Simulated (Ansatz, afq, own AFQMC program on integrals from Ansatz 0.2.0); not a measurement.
# Si₂NH₇ (singlet): quantum Monte Carlo beside coupled cluster, def2-TZVP

How near does AFQMC come to the top of the ladder for Si₂NH₇ (singlet)?

Computed with Ansatz 0.2.0, Gaussian basis, and an in-house AFQMC program (afq) on its integrals; all values are calculated. Level: def2-TZVP, frozen cores.

The runs, in order: PBE (unrestricted); CCSD(T) on RHF; CCSD(T) on RHF; r2SCAN (unrestricted); CCSD(T) on RHF; PBE0 (unrestricted); B3LYP (unrestricted); wB97M-V (unrestricted); B2PLYP (unrestricted); Phaseless AFQMC, CISD trial on RHF; UHF.

## 1. The geometry

The geometry is a PBE0/def2-SVP stationary point (not a proven minimum).

10 atoms, charge 0, spin multiplicity 1.

Atoms are counted from 1 here; the program's logs count them from 0.

Bond lengths: Si1–N2 1.741 Å, Si1–H4 1.492 Å, Si1–H5 1.498 Å, Si1–H6 1.497 Å, N2–Si3 1.741 Å, N2–H7 1.018 Å, Si3–H8 1.492 Å, Si3–H9 1.497 Å, Si3–H10 1.498 Å. Angles: N2–Si1–H4 107.5°, N2–Si1–H5 112.9°, N2–Si1–H6 111.0°, H4–Si1–H5 108.7°, H4–Si1–H6 109.7°, H5–Si1–H6 107.0°, Si1–N2–Si3 129.6°, Si1–N2–H7 115.2°, Si3–N2–H7 115.2°, N2–Si3–H8 107.5°, N2–Si3–H9 111.0°, N2–Si3–H10 112.9°, H8–Si3–H9 109.7°, H8–Si3–H10 108.7°, H9–Si3–H10 107.0°.

## 2. PBE (unrestricted)

Contents of in.yaml:

```yaml
crystal:
  periodic: [false, false, false]
  atoms:
    - {symbol: Si, position_ang: [-1.053682, 0.769155, -0.890025]}
    - {symbol: N, position_ang: [0.115283, 0.497840, 0.371900]}
    - {symbol: Si, position_ang: [1.008687, -0.944443, 0.764578]}
    - {symbol: H, position_ang: [-1.395901, -0.559198, -1.476611]}
    - {symbol: H, position_ang: [-0.539951, 1.659137, -1.980380]}
    - {symbol: H, position_ang: [-2.290568, 1.413151, -0.346304]}
    - {symbol: H, position_ang: [0.357103, 1.319520, 0.921466]}
    - {symbol: H, position_ang: [0.417201, -2.065693, -0.021970]}
    - {symbol: H, position_ang: [0.916398, -1.251461, 2.226587]}
    - {symbol: H, position_ang: [2.465430, -0.838008, 0.430769]}
basis:
  gaussian: {orbitals: def2-TZVP}
magnetization: {spin_polarized: true, initial_magnetization: 0}
hamiltonian: {xc: {name: PBE}}
output: {orbitals: {seedname: orbitals}}
```

On the command line:

```console
ansatz run in.yaml --threads 1 --pin off --events-out ev --progress --plain --max-ram 8192MiB --backend cpu
```

Standard output:

```text
Functional definition: PBE
  name "PBE"
  cite "Perdew, Burke & Ernzerhof, Phys. Rev. Lett. 77, 3865 (1996) doi:10.1103/PhysRevLett.77.3865"
  parent pbe
  parameter kappa = 0.804
  parameter beta = 0.06672455060314922
  exchange = pbe_x(kappa = kappa, mu = beta*pi^2/3)
  correlation = pbe_c(beta = beta)
967 factors; their error is unknown
mean field evaluation 1: about -17341.3561 eV, gradient 5.0e1 eV
mean field evaluation 2: about -17302.7750 eV, gradient 9.2e1 eV
mean field evaluation 4: about -17350.8293 eV, gradient 3.2e0 eV
mean field evaluation 8: about -17350.9003 eV, gradient 4.5e-2 eV
mean field evaluation 16: about -17350.8861 eV, gradient 4.2e-5 eV
mean field -17350.88611847 eV, -637.6333040008 hartree, gradient 4.2e-5 eV, S^2 0.000000; 0 other end points of the search recorded, 0 dependent functions left out
reference -17350.88616429 eV, -637.6333056846 hartree; 21, 21 occupied and 126, 126 virtual orbitals, 967 factors
Total energy: -17350.88616429 eV, -637.6333056846 hartree
```

Run time: 4.6 s. Hardware: 1 thread of AMD EPYC 7R13 (Zen 3), shared host; peak memory 0.73 GiB.

From the report: ⟨S²⟩ of the determinant 0.000 (pure singlet: 0.00).

## 3. CCSD(T) on RHF

in.yaml, as its differences from that of step 2:

```diff
@@ -15,4 +15,3 @@
   gaussian: {orbitals: def2-TZVP}
-magnetization: {spin_polarized: true, initial_magnetization: 0}
-hamiltonian: {xc: {name: PBE}}
-output: {orbitals: {seedname: orbitals}}
+magnetization: {spin_polarized: false}
+correlation: {method: ccsd_t, electrons: outside_noble_gas, hamiltonian_folder: ham}
```

On the command line:

```console
ansatz run in.yaml --threads 1 --pin off --events-out ev --progress --plain --max-ram 24576MiB --backend cuda --devices 0, --max-vram 18GiB
```

Standard output (excerpt; [...] marks lines left out):

```text
Functional definition: HF
  name "HF"
  cite "Fock, Z. Phys. 61, 126 (1930) doi:10.1007/BF01340294"
  parent pbe
[...]
979 factors; integrals over basis functions are off by at most 1.2e-3 eV
[...]
mean field -17319.49810885 eV, -636.4798159229 hartree, gradient 9.6e-7 eV, S^2 0.000000; 0 other end points of the search recorded, 0 dependent functions left out
11 core orbitals not correlated: weight in the atoms' cores, before any rotation towards them, 1.000 or more for the frozen orbitals, at most 0.000 for the correlated occupied ones
reference -17319.49810885 eV, -636.4798159229 hartree; 10, 10 occupied and 126, 126 virtual orbitals, 979 factors
second order -12.22433154 eV of doubles, -0.00000000 eV of singles
cycle   1  -13.14067813 eV  change   -9.2e-1 eV  update   8.4e-2
[...]
cycle   8  -13.63988124 eV  change   -1.7e-5 eV  update   2.1e-5
perturbative correction -0.44880283 eV, -0.0164931998 hartree
Total energy: -17333.58679292 eV, -636.9975655127 hartree
```

It took 5.5 s on 1 × NVIDIA H100 80GB HBM3 with 1 thread of AMD EPYC 7R13 (Zen 3), shared host; peak host memory 0.76 GiB.

From the report: correlation -14.0887 eV; T1 0.011; largest double amplitude 0.02.

This run also writes the integrals to the folder ham.

## 4. CCSD(T) on RHF

in.yaml, as its differences from that of step 3:

```diff
@@ -14,4 +14,4 @@
 basis:
-  gaussian: {orbitals: def2-TZVP}
+  gaussian: {orbitals: def2-TZVPP}
 magnetization: {spin_polarized: false}
-correlation: {method: ccsd_t, electrons: outside_noble_gas, hamiltonian_folder: ham}
+correlation: {method: ccsd_t, electrons: outside_noble_gas}
```

Same command.

Standard output (excerpt; [...] marks lines left out):

```text
Functional definition: HF
  name "HF"
  cite "Fock, Z. Phys. 61, 126 (1930) doi:10.1007/BF01340294"
  parent pbe
[...]
1202 factors; integrals over basis functions are off by at most 9.3e-4 eV
[...]
mean field -17319.55454565 eV, -636.4818899370 hartree, gradient 1.7e-6 eV, S^2 0.000000; 0 other end points of the search recorded, 0 dependent functions left out
11 core orbitals not correlated: weight in the atoms' cores, before any rotation towards them, 1.000 or more for the frozen orbitals, at most 0.000 for the correlated occupied ones
reference -17319.55454565 eV, -636.4818899370 hartree; 10, 10 occupied and 192, 192 virtual orbitals, 1202 factors
second order -12.85114709 eV of doubles, -0.00000000 eV of singles
cycle   1  -13.69587368 eV  change   -8.4e-1 eV  update   8.3e-2
[...]
cycle   8  -14.18789899 eV  change   -1.9e-5 eV  update   2.2e-5
perturbative correction -0.47438852 eV, -0.0174334565 hartree
Total energy: -17334.21683316 eV, -637.0207190644 hartree
```

Wall time 3.7 s (1 × NVIDIA H100 80GB HBM3 with 1 thread of AMD EPYC 7R13 (Zen 3), shared host); peak host memory 0.76 GiB.

From the report: correlation -14.6623 eV; T1 0.011; largest double amplitude 0.02.

## 5. r2SCAN (unrestricted)

in.yaml, as its differences from that of step 4:

```diff
@@ -14,4 +14,4 @@
 basis:
-  gaussian: {orbitals: def2-TZVPP}
-magnetization: {spin_polarized: false}
-correlation: {method: ccsd_t, electrons: outside_noble_gas}
+  gaussian: {orbitals: def2-TZVP}
+magnetization: {spin_polarized: true, initial_magnetization: 0}
+hamiltonian: {xc: {name: r2SCAN}}
```

On the command line:

```console
ansatz run in.yaml --threads 1 --pin off --events-out ev --progress --plain --max-ram 8192MiB --backend cpu
```

Standard output:

```text
Functional definition: r2SCAN
  name "r2SCAN"
  cite "Furness, Kaplan, Ning, Perdew & Sun, J. Phys. Chem. Lett. 11, 8208 (2020) doi:10.1021/acs.jpclett.0c02405"
  cite "Furness, Kaplan, Ning, Perdew & Sun, J. Phys. Chem. Lett. 11, 9248 (2020) doi:10.1021/acs.jpclett.0c03077"
  parent r2scan
  parameter k0 = 0.174
  parameter k1 = 0.065
  parameter a1 = 4.9479
  exchange = r2scan_x(k0 = k0, k1 = k1, a1 = a1)
  correlation = r2scan_c
967 factors; their error is unknown
mean field evaluation 1: about -17351.3824 eV, gradient 4.5e1 eV
mean field evaluation 2: about -17328.5365 eV, gradient 7.7e1 eV
mean field evaluation 4: about -17358.9883 eV, gradient 1.8e0 eV
mean field evaluation 8: about -17359.0096 eV, gradient 1.7e-2 eV
mean field evaluation 16: about -17358.9954 eV, gradient 4.4e-5 eV
mean field -17358.99540648 eV, -637.9313148384 hartree, gradient 4.4e-5 eV, S^2 0.000000; 0 other end points of the search recorded, 0 dependent functions left out
reference -17358.99542349 eV, -637.9313154634 hartree; 21, 21 occupied and 126, 126 virtual orbitals, 967 factors
Total energy: -17358.99542349 eV, -637.9313154634 hartree
```

Run time: 10 s. Hardware: 1 thread of AMD EPYC 7R13 (Zen 3), shared host; peak memory 0.73 GiB.

From the report: ⟨S²⟩ of the determinant 0.000 (pure singlet: 0.00).

## 6. CCSD(T) on RHF

in.yaml, as its differences from that of step 5:

```diff
@@ -14,4 +14,4 @@
 basis:
-  gaussian: {orbitals: def2-TZVP}
-magnetization: {spin_polarized: true, initial_magnetization: 0}
-hamiltonian: {xc: {name: r2SCAN}}
+  gaussian: {orbitals: "def2-QZVPP.json"}
+magnetization: {spin_polarized: false}
+correlation: {method: ccsd_t, electrons: outside_noble_gas}
```

On the command line:

```console
ansatz run in.yaml --threads 1 --pin off --events-out ev --progress --plain --max-ram 24576MiB --backend cuda --devices 0, --max-vram 18GiB
```

Standard output (excerpt; [...] marks lines left out):

```text
Functional definition: HF
  name "HF"
  cite "Fock, Z. Phys. 61, 126 (1930) doi:10.1007/BF01340294"
  parent pbe
[...]
2374 factors; integrals over basis functions are off by at most 8.0e-4 eV
[...]
mean field -17320.14436366 eV, -636.5035653489 hartree, gradient 1.7e-6 eV, S^2 0.000000; 0 other end points of the search recorded, 0 dependent functions left out
11 core orbitals not correlated: weight in the atoms' cores, before any rotation towards them, 1.000 or more for the frozen orbitals, at most 0.000 for the correlated occupied ones
reference -17320.14436366 eV, -636.5035653489 hartree; 10, 10 occupied and 386, 386 virtual orbitals, 2374 factors
second order -13.77522371 eV of doubles, -0.00000000 eV of singles
cycle   1  -14.44265607 eV  change   -6.7e-1 eV  update   8.2e-2
[...]
cycle   8  -14.94242415 eV  change   -9.2e-6 eV  update   2.3e-5
perturbative correction -0.53378305 eV, -0.0196161655 hartree
Total energy: -17335.62057086 eV, -637.0723054734 hartree
```

Run time: 9 s. Hardware: 1 × NVIDIA H100 80GB HBM3 with 1 thread of AMD EPYC 7R13 (Zen 3), shared host; peak host memory 0.86 GiB.

From the report: correlation -15.4762 eV; T1 0.011; largest double amplitude 0.02.

## 7. PBE0 (unrestricted)

in.yaml, as its differences from that of step 6:

```diff
@@ -14,4 +14,5 @@
 basis:
-  gaussian: {orbitals: "def2-QZVPP.json"}
-magnetization: {spin_polarized: false}
-correlation: {method: ccsd_t, electrons: outside_noble_gas}
+  gaussian: {orbitals: def2-TZVP}
+magnetization: {spin_polarized: true, initial_magnetization: 0}
+hamiltonian: {xc: {name: PBE0}}
+output: {orbitals: {seedname: orbitals}}
```

On the command line:

```console
ansatz run in.yaml --threads 1 --pin off --events-out ev --progress --plain --max-ram 8192MiB --backend cpu
```

Standard output:

```text
Functional definition: PBE0
  name "PBE0"
  cite "Adamo & Barone, J. Chem. Phys. 110, 6158 (1999) doi:10.1063/1.478522"
  cite "Perdew, Burke & Ernzerhof, Phys. Rev. Lett. 77, 3865 (1996) doi:10.1103/PhysRevLett.77.3865"
  parent pbe
  parameter a = 0.25
  parameter kappa = 0.804
  parameter beta = 0.06672455060314922
  exchange = (1 - a)*pbe_x(kappa = kappa, mu = beta*pi^2/3) + a*exact_x
  correlation = pbe_c(beta = beta)
999 factors; their error is unknown
mean field evaluation 1: about -17346.8450 eV, gradient 4.0e1 eV
mean field evaluation 2: about -17336.4446 eV, gradient 5.9e1 eV
mean field evaluation 4: about -17352.7186 eV, gradient 7.9e-1 eV
mean field evaluation 8: about -17352.7923 eV, gradient 1.2e-1 eV
mean field -17352.79234148 eV, -637.7033564041 hartree, gradient 2.2e-5 eV, S^2 0.000000; 0 other end points of the search recorded, 0 dependent functions left out
reference -17352.79237629 eV, -637.7033576834 hartree; 21, 21 occupied and 126, 126 virtual orbitals, 999 factors
Total energy: -17352.79237629 eV, -637.7033576834 hartree
```

Wall time 6 s (1 thread of AMD EPYC 7R13 (Zen 3), shared host); peak memory 0.73 GiB.

From the report: ⟨S²⟩ of the determinant 0.000 (pure singlet: 0.00).

## 8. B3LYP (unrestricted)

in.yaml, as its differences from that of step 7:

```diff
@@ -16,3 +16,2 @@
 magnetization: {spin_polarized: true, initial_magnetization: 0}
-hamiltonian: {xc: {name: PBE0}}
-output: {orbitals: {seedname: orbitals}}
+hamiltonian: {xc: {name: B3LYP}}
```

Same command.

Standard output:

```text
Functional definition: B3LYP
  name "B3LYP"
  cite "Stephens, Devlin, Chabalowski & Frisch, J. Phys. Chem. 98, 11623 (1994) doi:10.1021/j100096a001"
  cite "Becke, Phys. Rev. A 38, 3098 (1988) doi:10.1103/PhysRevA.38.3098"
  cite "Lee, Yang & Parr, Phys. Rev. B 37, 785 (1988) doi:10.1103/PhysRevB.37.785"
  cite "Vosko, Wilk & Nusair, Can. J. Phys. 58, 1200 (1980) doi:10.1139/p80-159"
  parameter a0 = 0.2
  parameter ax = 0.72
  parameter ac = 0.81
  exchange = (1 - a0 - ax)*slater_x + ax*b88_x + a0*exact_x
  correlation = (1 - ac)*vwn_rpa_c + ac*lyp_c
985 factors; their error is unknown
mean field evaluation 1: about -17355.5319 eV, gradient 4.4e1 eV
mean field evaluation 2: about -17339.0702 eV, gradient 7.0e1 eV
mean field evaluation 4: about -17362.8104 eV, gradient 1.1e0 eV
mean field evaluation 8: about -17362.8710 eV, gradient 1.2e-1 eV
mean field -17362.87103167 eV, -638.0737414370 hartree, gradient 3.7e-5 eV, S^2 0.000000; 0 other end points of the search recorded, 0 dependent functions left out
reference -17362.87131326 eV, -638.0737517853 hartree; 21, 21 occupied and 126, 126 virtual orbitals, 985 factors
Total energy: -17362.87131326 eV, -638.0737517853 hartree
```

Run time: 6 s. Hardware: 1 thread of AMD EPYC 7R13 (Zen 3), shared host; peak memory 1.8 GiB.

From the report: ⟨S²⟩ of the determinant 0.000 (pure singlet: 0.00).

## 9. wB97M-V (unrestricted)

in.yaml, as its differences from that of step 8:

```diff
@@ -16,2 +16,3 @@
 magnetization: {spin_polarized: true, initial_magnetization: 0}
-hamiltonian: {xc: {name: B3LYP}}
+hamiltonian: {xc: {name: wB97M-V}}
+output: {orbitals: {seedname: orbitals}}
```

Same command.

Standard output (excerpt; [...] marks lines left out):

```text
Functional definition: wB97M-V
  name "wB97M-V"
  cite "Mardirossian & Head-Gordon, J. Chem. Phys. 144, 214110 (2016) doi:10.1063/1.4952647"
  cite "Becke, J. Chem. Phys. 107, 8554 (1997) doi:10.1063/1.475007"
  cite "Vydrov & Van Voorhis, J. Chem. Phys. 133, 244103 (2010) doi:10.1063/1.3521275"
  # Of w^i u^j: cxij and so on, Table III.
[...]
  gx(w, u) = 1 - cx + cx01*u + cx10*w
  gss(w, u) = css00 + css04*u^4 + css10*w + css20*w^2 + css43*w^4*u^3
  gos(w, u) = cos00 + cos10*w + (cos20 + cos21*u)*w^2 + (cos60 + cos61*u)*w^6
[...]
      + integral(e_c_pw_mod_opposite_spin*gos(b97_w_opposite, b97_u_opposite)) + vv10(b, c)
967 factors; their error is unknown
281 factors; integrals over basis functions are off by at most 1.4e-5 eV
[...]
mean field -17359.17375843 eV, -637.9378691518 hartree, gradient 5.0e-5 eV, S^2 0.000000; 0 other end points of the search recorded, 0 dependent functions left out
reference -17359.17381494 eV, -637.9378712284 hartree; 21, 21 occupied and 126, 126 virtual orbitals, 967 factors
Total energy: -17359.17381494 eV, -637.9378712284 hartree
```

Run time: 19 s. Hardware: 1 thread of AMD EPYC 7R13 (Zen 3), shared host; peak memory 2.3 GiB.

From the report: ⟨S²⟩ of the determinant 0.000 (pure singlet: 0.00).

## 10. B2PLYP (unrestricted)

in.yaml, as its differences from that of step 9:

```diff
@@ -16,3 +16,3 @@
 magnetization: {spin_polarized: true, initial_magnetization: 0}
-hamiltonian: {xc: {name: wB97M-V}}
-output: {orbitals: {seedname: orbitals}}
+hamiltonian: {xc: {name: B2PLYP}}
+correlation: {electrons: outside_noble_gas}
```

Launched as before.

Standard output (excerpt; [...] marks lines left out):

```text
Functional definition: B2PLYP
  name "B2PLYP"
  cite "Grimme, J. Chem. Phys. 124, 034108 (2006) doi:10.1063/1.2148954"
  cite "Becke, Phys. Rev. A 38, 3098 (1988) doi:10.1103/PhysRevA.38.3098"
  cite "Lee, Yang & Parr, Phys. Rev. B 37, 785 (1988) doi:10.1103/PhysRevB.37.785"
[...]
979 factors; integrals over basis functions are off by at most 1.2e-3 eV
[...]
mean field -17349.32641780 eV, -637.5759860583 hartree, gradient 2.3e-6 eV, S^2 0.000000; 0 other end points of the search recorded, 0 dependent functions left out
11 core orbitals not correlated: weight in the atoms' cores, before any rotation towards them, 1.000 or more for the frozen orbitals, at most 0.000 for the correlated occupied ones
reference -17349.32659692 eV, -637.5759926408 hartree; 10, 10 occupied and 126, 126 virtual orbitals, 979 factors
second order -14.96231078 eV of doubles, -0.00000000 eV of singles
Total energy: -17353.36642083 eV, -637.7244534312 hartree
```

It took 8.5 s on 1 thread of AMD EPYC 7R13 (Zen 3), shared host; peak memory 2.3 GiB.

From the report: ⟨S²⟩ of the determinant 0.000 (pure singlet: 0.00).

## 11. Phaseless AFQMC, CISD trial on RHF

It reads the integrals that the CCSD(T) run on this determinant wrote.

On the command line:

```console
afq ham --method phaseless --trial cisd --walkers 1300 --populations 20 --least-time 60 --time-step 0.005 --steps-per-block 50 --equilibration-blocks 28 --max-blocks 4000 --target-error 0.00027 --factor-cut 1e-05 --seed 9806 --release-times 0.24,0.51,0.99,1.5 --release-step 0.03 --release-every 4 --taylor-order 6
```

Standard output:

```text
orbitals 136  electrons 10 10  factors 972 of 979
reference energy -636.47981592 Eh
CCSD correlation -0.50125653 Eh in 9 cycles, weight of the determinant in the CISD state 0.8204
energy of the start -636.981068 Eh
 block  time / (1/Eh)  mean weight  energy / Eh
     1     0.250  0.9984  -636.967730
     2     0.500  0.9999  -636.974587
     3     0.750  1.0001  -636.982941
     4     1.000  0.9996  -636.987649
     5     1.250  1.0000  -636.992318
     6     1.500  0.9997  -636.992940
     7     1.750  0.9993  -636.994671
     8     2.000  1.0000  -636.998355
     9     2.250  1.0008  -636.997526
    10     2.500  0.9994  -636.995818
    13     3.250  0.9994  -636.999572
    17     4.250  1.0005  -636.996405
    21     5.250  0.9997  -636.998156
    25     6.250  1.0005  -637.001974
    29     7.250  0.9999  -636.997679
    33     8.250  1.0005  -636.998647
    37     9.250  1.0008  -636.997595
    41    10.250  0.9989  -636.998559
    45    11.250  1.0004  -636.998838
    49    12.250  0.9998  -636.998756
    53    13.250  1.0004  -636.999583
    57    14.250  1.0003  -636.999100
    61    15.250  0.9996  -636.997824
    65    16.250  1.0001  -636.999528
    69    17.250  0.9997  -636.997633
    73    18.250  1.0009  -637.000039
    77    19.250  0.9996  -636.997767
    81    20.250  1.0011  -636.999426
    85    21.250  0.9994  -637.005486
    89    22.250  0.9998  -637.000786
    93    23.250  0.9998  -637.001268
    97    24.250  1.0005  -636.999827
   101    25.250  0.9996  -636.999690
   105    26.250  0.9999  -636.999102
   109    27.250  1.0007  -637.001969
   113    28.250  1.0005  -636.999132
   117    29.250  1.0001  -636.998866
   121    30.250  1.0004  -636.996205
   125    31.250  0.9999  -636.997307
   129    32.250  0.9997  -636.995897
   133    33.250  1.0006  -636.997891
   137    34.250  1.0009  -636.998126
   141    35.250  1.0003  -636.996055
   145    36.250  0.9997  -636.998587
   149    37.250  1.0002  -637.001353
   153    38.250  0.9999  -637.002264
   157    39.250  0.9998  -636.996680
   161    40.250  0.9996  -636.999645
   165    41.250  1.0002  -636.998592
error from the spread of 20 populations
released: time / (1/Eh)  energy / Eh  error  mean overlap
  0.24  -636.999539  0.000236  0.9919
  0.51  -636.999187  0.000292  0.9923
  0.99  -636.998707  0.000341  0.9896
  1.50  -636.999041  0.000441  0.9914
energy -636.999160 +/- 0.000262 Eh
```

Run time: 3.7 min. Hardware: 1 × NVIDIA H100 80GB HBM3 with 2 threads of AMD EPYC 7R13 (Zen 3), shared host; peak host memory 2.3 GiB.

Energy -17333.6302 ± 0.0071 eV. Caveats: constraint bias not in the error.

## 12. UHF

in.yaml, as its differences from that of step 10:

```diff
@@ -16,3 +16,3 @@
 magnetization: {spin_polarized: true, initial_magnetization: 0}
-hamiltonian: {xc: {name: B2PLYP}}
-correlation: {electrons: outside_noble_gas}
+hamiltonian: {xc: hf}
+output: {orbitals: {seedname: orbitals}}
```

On the command line:

```console
ansatz run in.yaml --threads 1 --pin off --events-out ev --progress --plain --max-ram 24576MiB --backend cuda --devices 0, --max-vram 18GiB
```

Standard output:

```text
Functional definition: HF
  name "HF"
  cite "Fock, Z. Phys. 61, 126 (1930) doi:10.1007/BF01340294"
  parent pbe
  exchange = exact_x
  correlation = 0
1106 factors; their error is unknown
mean field evaluation 1: about -17316.1784 eV, gradient 2.4e1 eV
mean field evaluation 2: about -17318.3068 eV, gradient 1.4e1 eV
mean field evaluation 4: about -17319.1769 eV, gradient 2.3e-1 eV
mean field evaluation 8: about -17319.4977 eV, gradient 3.4e-1 eV
mean field -17319.49782448 eV, -636.4798054723 hartree, gradient 9.3e-6 eV, S^2 0.000000; 0 other end points of the search recorded, 0 dependent functions left out
reference -17319.49782448 eV, -636.4798054723 hartree; 21, 21 occupied and 126, 126 virtual orbitals, 1106 factors
Total energy: -17319.49782448 eV, -636.4798054723 hartree
```

Run time: 2.6 s. Hardware: 1 × NVIDIA H100 80GB HBM3 with 1 thread of AMD EPYC 7R13 (Zen 3), shared host; peak host memory 2.3 GiB.

From the report: ⟨S²⟩ of the determinant 0.000 (pure singlet: 0.00).

## 13. AFQMC on the ladder

On the RHF determinant, counted from CCSD(T) (a yardstick, not exact):

| level | energy (eV) | from CCSD(T) (kcal/mol) | statistical error (kcal/mol) | time |
| --- | --- | --- | --- | --- |
| HF | -17319.4981 | +324.89 |  |  |
| MP2 | -17331.7224 | +42.99 |  |  |
| CCSD | -17333.1380 | +10.35 |  |  |
| CCSD(T) | -17333.5868 | 0.00 |  |  |
| Phaseless AFQMC, CISD trial, step 0.005, 1300 walkers | -17333.6302 | -1.00 | 0.16 | 3.7 min |

The functionals' totals stand on their own zeros and serve differences with other points: PBE -17350.886 eV; r2SCAN -17358.995 eV; PBE0 -17352.792 eV; B3LYP -17362.871 eV; wB97M-V -17359.174 eV; B2PLYP -17353.366 eV.

## 14. Outcome

| quantity | value |
| --- | --- |
| Phaseless AFQMC, CISD trial on RHF from CCSD(T) | -1.00 ± 0.16 kcal/mol |

In words: On RHF the phaseless walk with the CISD trial lies -1.00 kcal/mol from CCSD(T), 6 times its error bar. Error bars are statistical and leave out the constraint, the time step and what remains of the start.
